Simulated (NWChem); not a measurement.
Molecule: trifluoromethane (CHF3); SMILES FC(F)F

```xyz
5

F      0.8921     0.8921    -0.1303
C      0.0000     0.0000     0.3350
F      0.3265    -1.2186    -0.1303
F     -1.2186     0.3265    -0.1303
H      0.0000     0.0000     1.4490
```
Atoms are numbered in this order, from 1.

All runs use the structure optimised with PBE-D3(BJ)/def2-SVP.

Task: List the 4 lowest vertical singlet excitations from PBE0/aug-cc-pVDZ, TDA (NWChem).

Result: 
| state | energy (eV) | oscillator strength | leading excitation (squared amplitude) |
|---|---|---|---|
| S1 | 10.29 | 0.030 | HOMO → LUMO (0.98) |
| S2 | 10.93 | 0.000 | HOMO−1 → LUMO (0.98) |
| S3 | 11.26 | 0.010 | HOMO → LUMO+2 (0.83) |
| S4 | 11.26 | 0.010 | HOMO → LUMO+3 (0.83) |
